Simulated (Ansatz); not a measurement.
# CHF2O, SMILES O[C](F)F: vertical spin-state energies

Program: Ansatz 0.2.0 through its Python package.

Typed at the interpreter:
```pycon
>>> import ansatz as az
>>> from ase import Atoms
>>> BASIS = "def2-TZVP"
>>> XC = "PBE0"
>>> atoms = Atoms(["O", "C", "F", "F", "H"], positions=[
...     (0.8167, -0.5286, -0.0975),
...     (-0.3389, 0.1924, 0.2009),
...     (-1.3925, -0.6822, 0.3845),
...     (-0.6306, 1.0508, -0.8423),
...     (1.5453, -0.0324, 0.3543),
... ])
>>> molecule = az.Crystal.molecule_from_ase(atoms)
>>> setup = molecule.calculation().basis(gaussian=BASIS).functional(XC)
>>> found = {}
>>> for unpaired in [1, 3]:
...     r = setup.spin("collinear", total=unpaired).run(threads=1).report
...     s = unpaired / 2
...     found[unpaired] = r["free_energy_ev"]
...     print(f"2S+1 = {unpaired + 1}: E = {found[unpaired]:.5f} eV, <S^2> = {abs(r['mean_field']['state']['spin_squared']):.3f} (pure state {s * (s + 1):.2f})")
...
2S+1 = 2: E = -8527.31015 eV, <S^2> = 0.752 (pure state 0.75)
2S+1 = 4: E = -8518.92335 eV, <S^2> = 3.755 (pure state 3.75)
>>> lowest = min(found, key=found.get)
>>> for unpaired, e in found.items():
...     print(f"multiplicity {unpaired + 1}: {23.060548 * (e - found[lowest]):.1f} kcal/mol above the lowest")
...
multiplicity 2: 0.0 kcal/mol above the lowest
multiplicity 4: 193.4 kcal/mol above the lowest
```

In order: multiplicity 2 (+0.00 eV) and multiplicity 4 (+8.39 eV), all at the one geometry.

Total energies depend on the basis set; only differences at equal settings carry meaning. The geometry is a force-field or estimated start, not a minimum of this method, and the basis set is short of its limit. All parts are taken at fixed geometry, without zero-point energy. The species is open-shell (spin multiplicity 2). It ran for 8 s on 1 thread of Arm Neoverse V2 (shared host), peak memory 0.3 GiB.
